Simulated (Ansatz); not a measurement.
System: 2H MoTe₂. Method: HSE06-D3(BJ) (plane waves, PAW; Ansatz, a first-principles code).

Settings: plane-wave cutoff 500 eV, 12×12×2 k mesh (along the axes of the cell as run), gaussian smearing 0.02 eV, scalar-relativistic PAW data made under PBE.

Computed at the level's own relaxed cell.

Problem. What does this level give for the volume per atom, lattice constant a and c axis length?

Solution. 
- volume per atom = 22.92 Å³/atom
- lattice constant a = 3.438 Å
- c axis length = 13.435 Å

Measured, for comparison: lattice constant a 3.518 Å, lattice parameter c 13.974 Å (300 K, not corrected to a static lattice; as tabulated in arXiv:1605.07067). Computed (rounded) less measured: lattice constant a -2.3 %, lattice parameter c -3.9 %.

Spin–orbit coupling is not included.

Static lattice: no zero-point or thermal effects.

It cost around 100 core-minutes (rough) of CPU time.
